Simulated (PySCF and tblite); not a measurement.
Values are calculated unless marked as measured or tabulated.
C4H6O2, numbered as in [CH2:1]=[C:2]1[CH2:3][O:4][CH2:5][O:6]1.

Free energies: B3LYP-D3(BJ)/def2-SVP (IEF-PCM, chloroform) on GFN2-xTB structures plus GFN2-xTB thermal terms, symmetry and mirror images included. Conformers within 2.5 kcal/mol (GFN2-xTB free energy) were kept, 6 at most. GIAO shieldings: KT2/pcSseg-1 (IEF-PCM, chloroform). Shifts are against TMS (¹H), TMS (¹³C) at the same level; of two unlike H on one atom, a is the less shielded. Codes: tblite and PySCF.

Q: List the conformer-averaged shifts at 298.15 K.

A: ¹H: 5.80 (H5, 2H), 4.72 (H3, 2H), 4.47 (H1a, 1H), 3.99 (H1b, 1H) ppm. ¹³C: 158.1 (C2), 104.0 (C5), 72.2 (C1), 71.5 (C3) ppm.

Shifts are unscaled: against experiment ¹³C can be off by 15 ppm or more and ¹H by 0.8 ppm.
